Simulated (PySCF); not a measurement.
**Two-dimensional NMR puzzle**

Compound of formula C₃H₅N₃. Correlations simulated from computed shifts and the bond graph:

HSQC (one-bond C–H):
```
  δH     δC
7.94  147.9
3.61   32.2
```

HMBC (two and three bonds, from the bond graph):
```
  δH           δC
7.94  147.9, 32.2
3.61        147.9
```

Method: NMR shieldings at B97-2/pcSseg-2/GIAO, PBE0-D3(BJ)/def2-TZVP structure, in PySCF 2.14 (no solvent, fast rotation and ring inversion assumed for equivalent nuclei, a single conformation, relativity neglected).

References, each an isolated molecule treated in the same way: TMS for 1H, 13C.

Exchangeable hydrogens are left out of these lists.

Q: Which molecule is this?

A: `Cn1cnnc1`.

Atom-mapped SMILES (the numbers label the heavy atoms): `[CH3:1][n:2]1[cH:3][n:4][n:5][cH:6]1`. Each H is labelled by its parent atom.

- δC 147.9 is C3/C6, an aromatic CH between two ring heteroatoms (δH 7.94).
- δC 32.2 is C1, a methyl carbon bonded to N (δH 3.61).

The shifts were computed for this structure.

Shifts are as computed. Against solution values, carbons near 30 ppm lie about +3 ppm off and those near 130 ppm about +7 ppm. Of 1211 compounds with measured shifts, 218 miss one by over three times the rms of a fit or turn the order of signals round; such compounds aren't used in these exercises.
